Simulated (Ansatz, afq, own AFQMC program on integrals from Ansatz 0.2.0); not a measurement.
AFQMC on a folder of integrals that Ansatz 0.2.0 wrote.

```yaml
crystal:
  periodic: [false, false, false]
  atoms:
    - {symbol: B, position_ang: [0.000000, 0.000000, 0.000000]}
    - {symbol: Al, position_ang: [0.000000, 0.000000, 2.023407]}
basis:
  gaussian: {orbitals: cc-pVDZ}
magnetization: {spin_polarized: false}
correlation: {method: ccsd_t, electrons: outside_noble_gas, hamiltonian_folder: ham}
```

```sh
$ ansatz run in.yaml --threads 1 --pin off --events-out ev --progress --plain --max-ram 16896MiB --backend cuda --devices 0, --max-vram 18GiB
```

Options of the walk:

```
--method phaseless --trial cisd --walkers 4000 --populations 20 --least-time 60 --time-step 0.005 --steps-per-block 50 --equilibration-blocks 28 --max-blocks 4000 --target-error 0.00015 --factor-cut 1e-05 --seed 7337 --release-times 0.24,0.51,0.99,1.62,2.4 --release-step 0.03 --release-every 3 --taylor-order 6
```

Times are imaginary, in 1/Eh. The walk had a cap of 122 s. With eight or more populations the least sampling time is a fifth of least-time, and the error comes from their spread.

```
orbitals 26  electrons 3 3  factors 179 of 315
reference energy -266.37746458 Eh
CCSD correlation -0.15589302 Eh in 17 cycles, weight of the determinant in the CISD state 0.7705
energy of the start -266.533369 Eh
 block  time / (1/Eh)  mean weight  energy / Eh
     1     0.250  1.0000  -266.531969
     2     0.500  0.9999  -266.532193
     3     0.750  0.9999  -266.533090
     4     1.000  1.0000  -266.534215
     5     1.250  1.0001  -266.535470
     7     1.750  1.0000  -266.537268
     9     2.250  1.0000  -266.539043
    13     3.250  1.0000  -266.541266
    21     5.250  1.0000  -266.543132
    29     7.250  1.0000  -266.542982
    37     9.250  1.0000  -266.542081
    45    11.250  1.0001  -266.544753
    53    13.250  1.0000  -266.542305
    61    15.250  1.0002  -266.542816
    69    17.250  0.9998  -266.542757
    77    19.250  1.0000  -266.542260
    85    21.250  1.0001  -266.543592
    93    23.250  1.0002  -266.543083
   101    25.250  1.0000  -266.542478
   109    27.250  1.0000  -266.542141
   117    29.250  1.0000  -266.543950
   125    31.250  1.0000  -266.543626
   133    33.250  0.9998  -266.542937
   141    35.250  0.9998  -266.542657
   149    37.250  1.0001  -266.543567
   157    39.250  1.0001  -266.543649
   161    40.250  0.9999  -266.540983
   165    41.250  0.9997  -266.543076
   173    43.250  0.9999  -266.542099
   181    45.250  1.0002  -266.543526
   189    47.250  1.0001  -266.543874
   193    48.250  1.0000  -266.544787
   197    49.250  0.9998  -266.542768
error from the spread of 20 populations
released: time / (1/Eh)  energy / Eh  error  mean overlap
  0.24  -266.543931  0.000134  0.9992
  0.51  -266.544450  0.000167  0.9985
  0.99  -266.545193  0.000179  0.9981
  1.62  -266.545878  0.000161  0.9975
  2.40  -266.546491  0.000214  0.9984
energy -266.543155 +/- 0.000149 Eh
(rows thinned)
```

**Question.** Estimate how long the walk took on 1 × NVIDIA H100 80GB HBM3 with 2 threads of AMD EPYC 7R13 Processor (Zen 3) (shared host) (the card was shared).

**Answer.** 36 s of wall time.

The run passed its tests (sampling time, drift between the halves within three errors, error under three times the target), which doesn't prove that it has relaxed.

Against this walk (error 4.1 meV) on the same determinant: CCSD(T) 21.0 meV lower, CCSDT(Q) 175.8 meV lower, CCSDTQ 211.0 meV lower, full CI 216.1 meV lower. The error is statistical and leaves out the bias of the constraint. The released energies are still falling (meV from the phaseless value at times in 1/Eh: -21 ± 4 at 0.24, -35 ± 5 at 0.51, -55 ± 5 at 0.99, -74 ± 4 at 1.62, -91 ± 6 at 2.40), so they give no level; they do show a bias of the constraint, and the last of them that isn't too noisy lies 125 meV above full CI. Full CI is exact here, so the walk's 216 meV above it is the walk's own error: the bias of the constraint with this trial. The determinant is a poor start (see the cautions), so the low cluster orders aren't to be relied on, and full CI is the sure value.

Cautions: constraint bias not in the error; another spin lies lower (by 605 meV); restricted determinant unstable towards unrestricted (UHF 1.59 eV lower, ⟨S²⟩ 1.26); the search met a lower determinant of the same kind, perhaps of another symmetry (199 meV lower), and this one is a saddle point; strong correlation (T1 0.061, weight of the determinant 0.77, largest double 0.17); (T) is large, 7 % of the CCSD correlation; the CCSDTQ amplitudes may be one of several solutions (largest double 0.90); the determinant fills πx and πy unequally, so it mixes two states of the linear molecule, and each level undoes that mixture to a different degree, while full CI gives the lower state; CCSDTQ on the UHF determinant differs (605 meV lower), perhaps since the unrestricted series falls towards higher spin.

CCSDT and higher add their correlation energy to the determinant of the CCSD(T) run, since their own runs factorise the integrals more tightly (a shift of under 2 meV).
